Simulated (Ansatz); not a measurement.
# [H···H···BH$_{2}$], doublet in cc-pVDZ: errors against full CI

All five atoms lie in one plane.

Geometry: a point of a hydrogen-transfer path between rigid fragments, not a stationary point.

```yaml
atoms:
  - { symbol: H, position_ang: [-2.2084, 0.0000, 0.0000] }
  - { symbol: H, position_ang: [-1.5154, 0.0000, 0.0000] }
  - { symbol: B, position_ang: [0.2126, 0.0000, 0.0000] }
  - { symbol: H, position_ang: [0.7217, 0.0000, 1.0770] }
  - { symbol: H, position_ang: [0.7217, 0.0000, -1.0770] }
```

Basis cc-pVDZ; Ansatz 0.2.0. Only valence electrons are correlated (noble-gas cores frozen), which leaves 7 electrons in 33 orbitals. R marks a restricted (for open shells ROHF) determinant, U an unrestricted one. Active spaces: pair = (3e, 3o) about the gap; valence = (7e, 8o) chosen from the atoms' valence shells.

Full CI is exact within this basis and frozen core; it isn't the basis-set limit. The frozen core follows each run's orbitals, which can shift R against U totals by a few meV.

For open shells CISD is restricted-active-space CI with the open shells as a complete middle space.

The UHF ⟨S²⟩ is 0.761, the T1 diagnostic (RCCSD) is 0.0178 and the largest doubles amplitude (RCCSD) is 0.042. The T1 diagnostic (UCCSD) is 0.0098.

```tsv
level	E − E(full CI) (meV)	share of correlation (%)	wall time
RHF	3590	0.00	–
UHF	3497	2.59	–
RMP2	833	76.79	–
UMP2	827	76.95	–
CISD	192	94.65	0.58 s
RCCSD	60	98.33	–
UCCSD	59	98.35	–
RCCSD(T)	14	99.61	1.5 s
UCCSD(T)	14	99.61	1.6 s
BCCD(T)	14	99.61	1.2 s
RCCSDT	1	99.97	–
UCCSDT	1	99.97	–
RCCSDT(Q)	0	99.99	4.9 s
UCCSDT(Q)	0	100.00	4.4 s
RCCSDTQ	0	100.00	18 s (H100)
UCCSDTQ	0	100.00	21 s (H100)
CASSCF (pair space)	3125	12.97	–
NEVPT2 (pair space)	801	77.69	0.43 s
CASSCF (valence space)	2169	39.57	–
NEVPT2 (valence space)	631	82.43	1.9 s
MRCISD (valence space)	80	97.78	–
MRCISD+Q (valence space)	2	99.95	2.8 s
```

The correlation energy at full CI, counted from RHF, is -3.590 eV. That run took 23 s on 2 threads of AMD EPYC 7R13 with a shared H100 80 GB, shared host over 55,991,320 determinants.

Times hold each run's SCF and search for its determinant on a shared host, so for small cases they say little of a method's own cost; rows without a card ran on 1 thread of AMD EPYC 7R13.

The full-CI state has the irrep A1 of C2v, in the program's axes.

Natural occupations of full CI about the gap: 1.966 1.957 1.956 0.988 0.020 0.019 0.019 0.018 0.009 0.008; effectively unpaired electrons, Σ n²(2−n)², 1.03.
